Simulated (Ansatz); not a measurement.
Property card for BiPt

All numbers below come from DFT r2SCAN, scalar-relativistic, plane waves, PAW in Ansatz 0.2.0.

Plane waves to 500 eV, a k mesh through Γ of 12×12×8 on the computed 4-atom cell and Gaussian smearing (0.10 eV); no spin polarisation.

The structure is relaxed at this level of theory with its symmetry kept. Whether it is the stable form of this composition wasn't checked.

```cif
data_structure
_symmetry_space_group_name_H-M 'P6_3/mmc'
_symmetry_Int_Tables_number 194
_cell_length_a 4.3801
_cell_length_b 4.3801
_cell_length_c 5.5387
_cell_angle_alpha 90.000
_cell_angle_beta 90.000
_cell_angle_gamma 120.000
_cell_volume 92.03
loop_
_atom_site_label
_atom_site_type_symbol
_atom_site_symmetry_multiplicity
_atom_site_Wyckoff_symbol
_atom_site_fract_x
_atom_site_fract_y
_atom_site_fract_z
_atom_site_occupancy
Bi1 Bi 2 c 0.33333 0.66667 0.25000 1
Pt1 Pt 2 a 0.00000 0.00000 0.00000 1
```

```
Space group                                                       : P6_3/mmc (No. 194)
Volume per atom                                                   : 23.01 Å³
Formation energy from the elements' standard states (uncorrected) : -0.277 eV/atom
Generalised Kohn–Sham band gap                                    : none (metal)
Density of states at the Fermi level                              : 1.85 states/eV per cell
Löwdin character within 0.5 eV of the Fermi level                 : Bi 6p 51 %, Pt 5d 36 %, unprojected 4 %
Bulk modulus                                                      : 119 GPa
Its pressure derivative                                           : 5.0
Bader charges (e)                                                 : Bi (2 in the cell) 0.70, Pt (2 in the cell) -0.70
```

Spin-orbit coupling is left out, which matters for the bands of heavy elements.

Cost: 9 runs of about 23 core-minutes in all, on Arm Neoverse V2 (shared hosts).